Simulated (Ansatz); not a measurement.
Bond stretch in HCl, singlet.

Methods: RKS-PBE = Ansatz (a quantum-chemistry and plane-wave program) with restricted PBE/def2-SVP; UKS-PBE = unrestricted PBE/def2-SVP (Ansatz); RKS-PBE0 = restricted PBE0/def2-SVP in Ansatz; FCI = full CI/def2-SVP, frozen core (Ansatz).

Energies relative to the lowest point of each curve near equilibrium, in kcal/mol; the last columns give the error against full CI:

```json
[
 {"R / Å": "0.96", "RKS-PBE": "79.0", "UKS-PBE": "79.0", "RKS-PBE0": "77.2", "FCI": "76.9", "RKS-PBE − FCI": "2.1", "UKS-PBE − FCI": "2.1", "RKS-PBE0 − FCI": "0.3"},
 {"R / Å": "1.01", "RKS-PBE": "51.2", "UKS-PBE": "51.2", "RKS-PBE0": "49.5", "FCI": "49.1", "RKS-PBE − FCI": "2.1", "UKS-PBE − FCI": "2.1", "RKS-PBE0 − FCI": "0.4"},
 {"R / Å": "1.11", "RKS-PBE": "17.4", "UKS-PBE": "17.4", "RKS-PBE0": "16.2", "FCI": "15.8", "RKS-PBE − FCI": "1.6", "UKS-PBE − FCI": "1.6", "RKS-PBE0 − FCI": "0.4"},
 {"R / Å": "1.14", "RKS-PBE": "11.5", "UKS-PBE": "11.5", "RKS-PBE0": "10.5", "FCI": "10.1", "RKS-PBE − FCI": "1.4", "UKS-PBE − FCI": "1.4", "RKS-PBE0 − FCI": "0.4"},
 {"R / Å": "1.22", "RKS-PBE": "2.3", "UKS-PBE": "2.3", "RKS-PBE0": "1.8", "FCI": "1.6", "RKS-PBE − FCI": "0.7", "UKS-PBE − FCI": "0.7", "RKS-PBE0 − FCI": "0.2"},
 {"R / Å": "1.26", "RKS-PBE": "0.4", "UKS-PBE": "0.4", "RKS-PBE0": "0.2", "FCI": "0.2", "RKS-PBE − FCI": "0.2", "UKS-PBE − FCI": "0.2", "RKS-PBE0 − FCI": "0.1"},
 {"R / Å": "1.28", "RKS-PBE": "0.0", "UKS-PBE": "0.0", "RKS-PBE0": "0.0", "FCI": "0.0", "RKS-PBE − FCI": "0.0", "UKS-PBE − FCI": "0.0", "RKS-PBE0 − FCI": "0.0"},
 {"R / Å": "1.33", "RKS-PBE": "0.3", "UKS-PBE": "0.3", "RKS-PBE0": "0.7", "FCI": "0.9", "RKS-PBE − FCI": "-0.6", "UKS-PBE − FCI": "-0.6", "RKS-PBE0 − FCI": "-0.2"},
 {"R / Å": "1.36", "RKS-PBE": "1.2", "UKS-PBE": "1.2", "RKS-PBE0": "1.8", "FCI": "2.1", "RKS-PBE − FCI": "-0.9", "UKS-PBE − FCI": "-0.9", "RKS-PBE0 − FCI": "-0.3"},
 {"R / Å": "1.40", "RKS-PBE": "3.1", "UKS-PBE": "3.1", "RKS-PBE0": "4.1", "FCI": "4.5", "RKS-PBE − FCI": "-1.4", "UKS-PBE − FCI": "-1.4", "RKS-PBE0 − FCI": "-0.4"},
 {"R / Å": "1.50", "RKS-PBE": "10.1", "UKS-PBE": "10.1", "RKS-PBE0": "12.1", "FCI": "12.6", "RKS-PBE − FCI": "-2.5", "UKS-PBE − FCI": "-2.5", "RKS-PBE0 − FCI": "-0.6"},
 {"R / Å": "1.58", "RKS-PBE": "17.3", "UKS-PBE": "17.3", "RKS-PBE0": "20.0", "FCI": "20.5", "RKS-PBE − FCI": "-3.2", "UKS-PBE − FCI": "-3.2", "RKS-PBE0 − FCI": "-0.6"},
 {"R / Å": "1.75", "RKS-PBE": "34.1", "UKS-PBE": "34.1", "RKS-PBE0": "38.4", "FCI": "38.2", "RKS-PBE − FCI": "-4.1", "UKS-PBE − FCI": "-4.1", "RKS-PBE0 − FCI": "0.3"},
 {"R / Å": "1.93", "RKS-PBE": "51.7", "UKS-PBE": "51.7", "RKS-PBE0": "57.7", "FCI": "55.3", "RKS-PBE − FCI": "-3.6", "UKS-PBE − FCI": "-3.6", "RKS-PBE0 − FCI": "2.5"},
 {"R / Å": "2.13", "RKS-PBE": "69.1", "UKS-PBE": "69.1", "RKS-PBE0": "77.1", "FCI": "70.4", "RKS-PBE − FCI": "-1.3", "UKS-PBE − FCI": "-1.3", "RKS-PBE0 − FCI": "6.6"},
 {"R / Å": "2.32", "RKS-PBE": "83.3", "UKS-PBE": "82.2", "RKS-PBE0": "92.9", "FCI": "80.9", "RKS-PBE − FCI": "2.4", "UKS-PBE − FCI": "1.3", "RKS-PBE0 − FCI": "12.0"},
 {"R / Å": "2.62", "RKS-PBE": "100.8", "UKS-PBE": "93.0", "RKS-PBE0": "113.1", "FCI": "90.7", "RKS-PBE − FCI": "10.1", "UKS-PBE − FCI": "2.2", "RKS-PBE0 − FCI": "22.3"},
 {"R / Å": "2.81", "RKS-PBE": "109.3", "UKS-PBE": "96.6", "RKS-PBE0": "123.1", "FCI": "94.0", "RKS-PBE − FCI": "15.3", "UKS-PBE − FCI": "2.6", "RKS-PBE0 − FCI": "29.0"},
 {"R / Å": "3.08", "RKS-PBE": "118.5", "UKS-PBE": "99.7", "RKS-PBE0": "134.2", "FCI": "96.5", "RKS-PBE − FCI": "22.0", "UKS-PBE − FCI": "3.2", "RKS-PBE0 − FCI": "37.7"},
 {"R / Å": "3.50", "RKS-PBE": "127.9", "UKS-PBE": "102.1", "RKS-PBE0": "146.0", "FCI": "98.0", "RKS-PBE − FCI": "29.9", "UKS-PBE − FCI": "4.1", "RKS-PBE0 − FCI": "48.1"},
 {"R / Å": "3.81", "RKS-PBE": "132.1", "UKS-PBE": "102.9", "RKS-PBE0": "151.7", "FCI": "98.3", "RKS-PBE − FCI": "33.8", "UKS-PBE − FCI": "4.6", "RKS-PBE0 − FCI": "53.3"},
 {"R / Å": "4.50", "RKS-PBE": "136.9", "UKS-PBE": "103.7", "RKS-PBE0": "158.7", "FCI": "98.5", "RKS-PBE − FCI": "38.4", "UKS-PBE − FCI": "5.1", "RKS-PBE0 − FCI": "60.2"},
 {"R / Å": "5.15", "RKS-PBE": "138.5", "UKS-PBE": "103.8", "RKS-PBE0": "161.7", "FCI": "98.6", "RKS-PBE − FCI": "40.0", "UKS-PBE − FCI": "5.2", "RKS-PBE0 − FCI": "63.2"}
]
```

RKS-PBE is furthest from FCI at 5.15 (40.0 kcal/mol, above); its mean absolute error over the points is 9.5 kcal/mol.

UKS-PBE is furthest from FCI at 5.15 (5.2 kcal/mol, above); its mean absolute error over the points is 2.4 kcal/mol.

RKS-PBE0 is furthest from FCI at 5.15 (63.2 kcal/mol, above); its mean absolute error over the points is 14.7 kcal/mol.

The restricted form behind RKS-PBE, RKS-PBE0 keeps the bonding electrons paired and can't separate into open-shell fragments. The unrestricted determinant behind UKS-PBE is spin-contaminated at 2.32 to 5.15 Å (<S²> up to 1.0, against 0.00 for a pure singlet).
